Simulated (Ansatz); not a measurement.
# CH4N: harmonic frequencies at the relaxed geometry from a Python script

A script is to give harmonic frequencies at the relaxed geometry; the system is CH4N. SMILES: C[NH].

Program: Ansatz 0.2.0, driven from Python. Level of theory: PBE0/def2-TZVP. These are calculated values, not measurements.

## 1. The system

Bond lengths: C1–N2 1.454 Å, C1–H3 1.111 Å, C1–H4 1.109 Å, C1–H5 1.111 Å, N2–H6 1.046 Å. Angles: C1–N2–H6 107.7°, N2–C1–H3 109.9°, N2–C1–H4 109.3°, N2–C1–H5 109.9°, H3–C1–H4 109.1°, H3–C1–H5 109.6°, H4–C1–H5 109.1°.

The script holds or builds the structure itself.

## 2. The script

The input, freq_ch4n.py:

```python
# -*- coding: utf-8 -*-
"""Harmonic frequencies of CH4N at its relaxed geometry."""

import itertools
import logging
import sys

import ansatz as az
from ase.data import atomic_numbers, covalent_radii
import numpy as np

logging.basicConfig(stream=sys.stdout, format="[%(levelname)s] %(message)s")
logger = logging.getLogger("calc")
logger.setLevel(logging.INFO)

BASIS = "def2-TZVP"
FUNCTIONAL = "PBE0"

GEOMETRY = """
C    -0.38690   -0.01330    0.00160
N     0.94460   -0.45630   -0.37790
H    -0.50350   -0.07060    1.10450
H    -1.14210   -0.66950   -0.47770
H    -0.54720    1.03240   -0.33660
H     1.63500    0.17740    0.08610
"""

geometry = az.Crystal.molecule()
for line in GEOMETRY.strip().splitlines():
    symbol, *xyz = line.split()
    geometry = geometry.atom(symbol, [float(v) for v in xyz])

calc = (
    geometry.calculation()
    .basis(gaussian=BASIS)
    .functional(FUNCTIONAL)
    .spin("collinear", total=1)
)
symbols = [site.symbol for site in geometry.cartesian_sites]
start = np.array([site.position_ang for site in geometry.cartesian_sites], dtype=float)
rep = calc.relax(force_tolerance=0.003).run(threads=1, backend="cpu").report
end = np.array(rep["positions_ang"])

# pairs closer than 1.2 times the sum of covalent radii, before or after
radius = [covalent_radii[atomic_numbers[s]] for s in symbols]
span = lambda where, i, j: np.linalg.norm(where[i] - where[j])
bonded = [(i, j) for i, j in itertools.combinations(range(len(symbols)), 2) if min(span(start, i, j), span(end, i, j)) < 1.2 * (radius[i] + radius[j])]
logger.info("pair        before    after (A)")
for i, j in bonded:
    print(f"{symbols[i]}{i}-{symbols[j]}{j}".ljust(10), f"{span(start, i, j):8.4f} {span(end, i, j):8.4f}")

# same settings at the minimum
minimum = az.Crystal.molecule()
for symbol, place in zip(symbols, end):
    minimum = minimum.atom(symbol, place.tolist())
vibrating = (
    minimum.calculation()
    .basis(gaussian=BASIS)
    .functional(FUNCTIONAL)
    .spin("collinear", total=1)
    .phonons(temperatures=(100, 500, 100))
)
vib = vibrating.run(threads=1, backend="cpu").report["vibrations"]
sums = vib["harmonic_sums"]
modes = [m["omega_inv_cm"] for m in sums["modes_at_gamma"] if m["rigid_motion"] == "no"]
for number, w in enumerate(modes, start=1):
    logger.info(f"mode {number:2d} {w:9.1f} 1/cm {w / 8065.544 * 1000:8.2f} meV")
print("imaginary modes:", sum(w < 0 for w in modes), " zero-point energy:", round(sums["zero_point_energy_ev"], 4), "eV")
logger.info("T (K)   F_vib (eV)   S_vib (meV/K)   C_vib (meV/K)")
for row in zip(sums["temperatures_k"], sums["vibrational_free_energy_ev"], vib["entropy_ev_per_k"], vib["heat_capacity_ev_per_k"]):
    logger.info(f"{row[0]:6.1f} {row[1]:11.4f} {1000 * row[2]:13.4f} {1000 * row[3]:15.4f}")
```

## 3. Running it

The run is started by

```console
$ python freq_ch4n.py
```

Without the output at hand: what should come out? Wanted: moves of the relaxation of run 1; energy gained in run 1; last largest force component of run 1; highest frequency; imaginary modes; zero-point energy.

**Answer**, as computed:

| quantity | value |
| --- | --- |
| runs compared | 2 |
| moves of the relaxation of run 1 | 4 |
| energy gained in run 1 | 0.037 eV |
| last largest force component of run 1 | 0.0022 eV/Å |
| highest frequency | 3420 cm⁻¹ |
| imaginary modes | 0 |
| zero-point energy | 1.331 eV |

What this shows: In CPU time, run 2 (phonons) cost about 4.2 times as much as run 1 (relaxation). Run 1: The relaxation took 4 moves; the largest shift is 0.031 Å. All frequencies are real, so the geometry is a minimum. The values are harmonic; measured fundamentals also hold anharmonic shifts, mostly downward for stretches. The frequencies are harmonic and unscaled, in a modest basis. The result belongs to the one conformer reached from this start, and soft torsions count as harmonic oscillators. The species is open-shell (spin multiplicity 2).
